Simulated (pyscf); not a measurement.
Optimised with ωB97X-D3(BJ)/def2-SVP in PySCF.

Q: For the elementary gas-phase step methane (CH₄) + Cl–SiH•–Cl → methyl (CH₃•) + dichlorosilane (Cl–SiH₂–Cl) (doublet surface; C–H broken, H–Si formed), what barrier and reaction energy does ωB97M-D3(BJ)/def2-TZVP give, measured from the separated reactants?

A: ΔE‡ = 94.8 kJ/mol, ΔE = +66.6 kJ/mol. Zero-point energy shifts the barrier by -14.3 kJ/mol. It is a hydrogen abstraction, with an imaginary mode of 957i cm⁻¹. One saddle was located; it need not be the lowest between these sides. The angle at the transferred H is 172°.
